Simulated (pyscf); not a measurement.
PySCF, gas phase, ωB97X-D3(BJ)/def2-SVP geometries.

`[CH3][Mg][CH3]` + `[TeH2]` → `[CH3][Mg][TeH]` + `[CH4]`
Surface: singlet. Broken: C–Mg, H–Te. Formed: Mg–Te, C–H. Give ΔE‡ and ΔE from HF/def2-TZVP, relative to the separated reactants.

ΔE‡ = 73.3 kJ/mol, ΔE = -197.5 kJ/mol. ωB97M-D3(BJ)/def2-TZVP gives 22.2 kJ/mol and -174.1 kJ/mol. Zero-point energy shifts the barrier by +1.1 kJ/mol. It is a four-centre exchange, with an imaginary mode of 670i cm⁻¹. On the reactant side the descent ends in an adduct with a Mg–Te contact (not fully relaxed), 44.0 kJ/mol under the separated species and 43.5 kJ/mol under the saddle at ωB97X-D3(BJ)/def2-TZVP. What is counted as formed (Mg–Te) is already present as a longer contact in the reactant adduct; forming that adduct is a step of its own. At ωB97X-D3(BJ)/def2-TZVP the barrier from the zero used here is -0.5 kJ/mol. This is the saddle that the search found; another between the same sides may lie lower. Elements past Kr carry the def2 core potentials, without spin-orbit coupling.
